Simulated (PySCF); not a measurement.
Question: Write Cartesian coordinates for phosphorus pentafluoride (`FP(F)(F)(F)F`) as optimised with PBE0-D3(BJ)/def2-SVP.

Answer: 
```
atom  x, y, z in Å
F1     0.642   -0.574   -1.352
P2     0.003   -0.005   -0.008
F3     1.110    1.104    0.049
F4     0.244   -1.389    0.692
F5    -1.344    0.268   -0.763
F6    -0.636    0.564    1.337
```

Any rigid rotation of these coordinates is as good. Atoms count from 1 in this order. The 5 F–P bonds span 1.568 Å (P2–F3, drawn single) to 1.594 Å (P2–F6, drawn single), a spread of 0.026 Å. P2 (phosphorus bonded to 5 F) is trigonal bipyramidal (τ5 = (β − α)/60° = 1.00 from the two widest angles, 180.0° and 120.0° (0 for a square pyramid, 1 for a trigonal bipyramid)).

Bonds between heavy atoms (Å): F1–P2 1.594, P2–F3 1.568, P2–F4 1.569, P2–F5 1.568, P2–F6 1.594.

Level of theory: PBE0-D3(BJ)/def2-SVP geometry optimisation, gas phase (PySCF).

Point group: D3h (every atom within 0.08 Å of its image). No frequency check.
